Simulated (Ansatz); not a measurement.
Seven cases of atomisation energy with Al to Br (electronic energies, kcal/mol); geometries: B3LYP-D3(BJ)/def2-TZVP. The cases were drawn at random from those of this class that have a high level and all functionals, leaving out states under which another spin lies or may lie. Left out are anions, K, Ca, elements past Kr, ionisation of Li, Na and Mg, pi-pi* triplets of linear molecules and other triplets made from a closed-shell parent. Runs that doubt their state, and full CI more than 15 mEh from coupled cluster, are set aside; a case stays where another high level and all functionals remain. AFQMC serves as high level only in triple zeta or larger, with a steady walk, a bar under 0.8 kcal/mol and agreement with other high levels or trials where they ran; where none ran, an unstable determinant or (outside 3d species) a high T1 diagnostic also bars it, so strongly correlated cases are thinned. No case was kept or dropped by the size of a functional's miss. High levels with a bar over 0.5 kcal/mol are left out too, and the seventh case lies inside the range of the six. Affinities count positive where energy is released, gaps as the second state minus the first. B3LYP is by Ansatz (a quantum-chemistry and plane-wave program) in def2-TZVPD. High levels (Ansatz): P = CCSD(T)/CBS(cc-pV(Q+d)Z,cc-pV(5+d)Z) + [CCSDT(Q) - CCSD(T)]/cc-pV(D+d)Z + core + X2C; Q = CCSD(T)/CBS(cc-pV(Q+d)Z,cc-pV(5+d)Z) + [CCSDT(Q) - CCSD(T)]/cc-pV(Q+d)Z + [CCSDTQ - CCSDT(Q)]/cc-pV(D+d)Z + core + X2C; R = CCSD(T)/CBS(cc-pV(T+d)Z,cc-pV(Q+d)Z) + [CCSDT(Q) - CCSD(T)]/cc-pV(D+d)Z + core + X2C; S = CCSD(T)/CBS(cc-pVQZ,cc-pV5Z) + [CCSDT(Q) - CCSD(T)]/cc-pVTZ + [CCSDTQ - CCSDT(Q)]/cc-pVDZ. UHF or UKS for unpaired electrons; spin-orbit terms are left out. Correlated methods leave the cores frozen (noble-gas shells, and filled d and f shells in the p block). Rows without X2C or -DK are non-relativistic. CBS(X,Y): correlation extrapolated as X^-3, Hartree-Fock from the larger set (Q,5: extrapolated as (X+1)exp(-9√X)). A bracket is a step between two methods taken in the basis named. The functionals are non-relativistic, so their misses hold any scalar relativity. 'core' is core correlation in cc-pwCVTZ (1s frozen past Ne), 'X2C' scalar relativity in cc-pVTZ-DK, both at CCSD(T). Where a partner has so few electrons that a lower coupled-cluster level is exact, that level stands in. The UHF reference of NS ([N]=S, doublet) is spin-contaminated (<S^2> up to 0.24 over the pure value in the sets run).

```csv
case,B3LYP,level,high level
"SeF (SMILES F[Se], doublet)",81.1,S,80.9
"NH2Se (SMILES N[Se], doublet)",255.7,S,251.8
"BHSF (SMILES S[B]F, doublet)",321.9,P,323.9
"C2H5S (SMILES C[CH]S, doublet)",665.9,R,670.1
"C2H4ClF ((1S)-1-chloro-1-fluoroethane, SMILES C[C@@H](F)Cl)",694.8,R,704.0
C2H3Cl (SMILES ClC=C),539.2,P,544.5
"NS (SMILES [N]=S, doublet)",114.7,Q,withheld
```

Problem. Fit a straight line from B3LYP to the high level over the first six rows by least squares, predict the seventh, and compare with the calculation.

Solution. Means: B3LYP 426.43, high level 429.20. Sxx = 301413, Sxy = 306012, slope 1.0153, intercept -3.76 kcal/mol; residual standard deviation 2.9 kcal/mol. Seventh row: 1.0153·(114.7) -3.76 = 112.7 kcal/mol. The calculation gave 114.6 kcal/mol: the line differs from it by -1.9, B3LYP itself by +0.1.
